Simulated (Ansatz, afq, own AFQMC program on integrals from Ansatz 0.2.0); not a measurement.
Two steps: Ansatz 0.2.0 writes the Fock matrix and Cholesky factors of the valence space, and afq projects on them the lowest state that overlaps trial and start.

```yaml
crystal:
  periodic: [false, false, false]
  atoms:
    - {symbol: Br, position_ang: [-1.833965, 0.234988, 0.000000]}
    - {symbol: H, position_ang: [-0.307965, 0.234988, 0.000000]}
    - {symbol: O, position_ang: [0.945035, 0.234988, 0.000000]}
    - {symbol: H, position_ang: [1.196894, -0.704963, 0.000000]}
basis:
  gaussian: {orbitals: cc-pVTZ}
magnetization: {spin_polarized: true, initial_magnetization: 1}
correlation: {method: ccsd_t, electrons: outside_noble_gas, hamiltonian_folder: ham}
```

```sh
$ ansatz run in.yaml --threads 1 --pin off --events-out ev --progress --plain --max-ram 16896MiB --backend cuda --devices 0, --max-vram 18GiB
```

afq runs on the folder ham with

```
--method phaseless --trial cisd --walkers 1400 --populations 20 --least-time 60 --time-step 0.005 --steps-per-block 50 --equilibration-blocks 28 --max-blocks 4000 --target-error 0.00023 --factor-cut 1e-05 --start spin_pure --seed 4507 --release-times 0.24,0.51,0.99,1.5 --release-step 0.03 --release-every 4 --taylor-order 6
```

Times are imaginary, in 1/Eh. The walk had a cap of 238 s. With eight or more populations the least sampling time is a fifth of least-time, and the error comes from their spread. Filled inner d shells are frozen with the cores.

afq prints:

```
orbitals 86  electrons 8 7  factors 560 of 621
reference energy -2648.44083775 Eh
CCSD correlation -0.42976557 Eh in 17 cycles, weight of the determinant in the CISD state 0.8528
energy of the start -2648.867382 Eh
 block  time / (1/Eh)  mean weight  energy / Eh
     1     0.250  0.9996  -2648.864457
     2     0.500  0.9993  -2648.871372
     3     0.750  0.9990  -2648.876580
     4     1.000  1.0003  -2648.879296
     5     1.250  1.0005  -2648.881206
     9     2.250  1.0008  -2648.887426
    19     4.750  0.9994  -2648.888211
    28     7.000  1.0004  -2648.889129
    31     7.750  0.9999  -2648.888996
    43    10.750  0.9988  -2648.885889
    55    13.750  0.9995  -2648.888202
    67    16.750  0.9998  -2648.885785
    79    19.750  1.0006  -2648.888330
    91    22.750  1.0002  -2648.886014
   103    25.750  0.9994  -2648.886921
   115    28.750  0.9988  -2648.887563
   127    31.750  1.0005  -2648.886936
   139    34.750  0.9989  -2648.886032
   145    36.250  0.9999  -2648.872425
   151    37.750  1.0001  -2648.885696
   157    39.250  1.0004  -2648.884286
error from the spread of 20 populations
released: time / (1/Eh)  energy / Eh  error  mean overlap
  0.24  -2648.887069  0.000187  0.9938
  0.51  -2648.887311  0.000283  0.9883
  0.99  -2648.887718  0.000271  0.9759
  1.50  -2648.887327  0.000328  0.9751
energy -2648.886583 +/- 0.000229 Eh
(rows thinned)
```

The run passed its tests (sampling time, drift between the halves within three errors, error under three times the target), which doesn't prove that it has relaxed. The second half of the sampling lies above the first by 2.2 errors of their difference, so the energy may still be moving and its error bar be too small.

Against this walk (error 6.2 meV) on the same determinant: CCSD(T) 20.4 meV higher. The error is statistical and leaves out the bias of the constraint. Released to 1.50 1/Eh the energy moves by -20 ± 11 meV (both errors), within twice the noise.

Cautions: constraint bias not in the error; no relativity below Rb; no spin-orbit coupling; inner d shell frozen.

The walk took 2 min on 1 × NVIDIA H100 80GB HBM3 with 2 threads of AMD EPYC 7R13 Processor (Zen 3) (shared host) (the card was shared). The log's last line is the phaseless energy.

A walk keeps the symmetry of its determinant, which the program's search chose and which needn't be the lowest solution, so a lower state of the same spin and another symmetry isn't excluded.
